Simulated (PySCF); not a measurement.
NO, charge +1, multiplicity 1.

```xyz
2

N      0.0000     0.0000    -0.5620
O      0.0000     0.0000     0.4918
```
Charge +1, spin multiplicity 1.

Geometry optimised at PBE0-D3(BJ)/def2-TZVPD.

Method: PySCF with KT2/pcSseg-2. Non-relativistic, no solvent.

Computed absolute GIAO shielding of each atom: isotropic value and principal components (ppm):
| atom | σ(iso) | σ11 | σ22 | σ33 | span |
|---|---|---|---|---|---|
| N1 | -122.3 | -350.0 | -350.0 | 333.2 | 683.2 |
| O2 | -152.4 | -431.7 | -431.7 | 406.2 | 837.9 |
